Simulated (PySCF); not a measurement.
# N₃H₄+, a complex of two parts: interaction energy

One table from this session's results is given with a row withheld; the runs are named, their logs left out.

Programs: PySCF 2.14.0. All values are calculated, for the isolated system unless a continuum is named. Atoms count from 0, parts from 1.

## Starting point

7 atoms, charge 1, multiplicity 1; geometry: GFN2-xTB. Parts: 1 = atoms 0–4, `[NH4+]`, charge 1; 2 = atoms 5–6, `N#N`, charge 0.

The first run:

The job: settings as JSON, then the geometry in Å.

```
{"job": {"xc": "PBE0", "basis": "def2-TZVPD", "d3": "d3bj", "grid": 3, "kind": "geom", "shake": 0.01}, "charge": 1, "multiplicity": 1, "parts": [{"atoms": "0-4", "charge": 1, "multiplicity": 1}, {"atoms": "5-6", "charge": 0, "multiplicity": 1}]}
N      0.062351    -0.112638    -0.014312
H     -0.433571    -0.906769    -0.428271
H     -0.402840     0.764995    -0.402959
H     -0.047756    -0.100666     0.995881
H      1.083997    -0.117353    -0.270916
N      3.735916    -0.165532    -0.880926
N      2.682219    -0.148415    -0.634792
```

Run with:

```console
> OMP_NUM_THREADS=1 python cluster_run.py task.json out
```

This one command runs all jobs of the session in turn.

Among the steps run: Optimising the geometry at PBE0-D3(BJ)/def2-TZVPD; Coupled-cluster interaction energy: CCSD(T) and MP2, 1.98 Å; Coupled-cluster interaction energy: CCSD(T) and MP2, 2.08 Å; Coupled-cluster interaction energy: CCSD(T) and MP2, 2.18 Å; Coupled-cluster interaction energy: CCSD(T) and MP2, 1.88 Å; Coupled-cluster interaction energy: CCSD(T) and MP2, 2.48 Å; Coupled-cluster interaction energy: CCSD(T) and MP2, 1.78 Å; Coupled-cluster interaction energy: CCSD(T) and MP2, 2.97 Å; Coupled-cluster interaction energy: CCSD(T) and MP2, 3.97 Å.

One table of the session follows, with a row left open; its other results are not shown here.

It belongs to the step «Coupled-cluster interaction energy: CCSD(T) and MP2, 3.97 Å». 

| method | interaction energy (kcal/mol) |
| --- | --- |
| HF/aug-cc-pVDZ | -1.06 |
| MP2/aug-cc-pVDZ | -1.28 |
| CCSD/aug-cc-pVDZ | -1.23 |
| CCSD(T)/aug-cc-pVDZ | -1.25 |
| HF/aug-cc-pVQZ | -1.08 |
| MP2/aug-cc-pVQZ | -1.28 |
| SCS-MP2/aug-cc-pVQZ | -1.28 |
| MP2, extrapolated | -1.28 |
| CCSD(T), limit estimate | ? |

Estimate the missing values for CCSD(T), limit estimate.

As computed: interaction energy (kcal/mol): -1.26. In the column «interaction energy (kcal/mol)» it lies between MP2, extrapolated (-1.28) and CCSD(T)/aug-cc-pVDZ (-1.25).
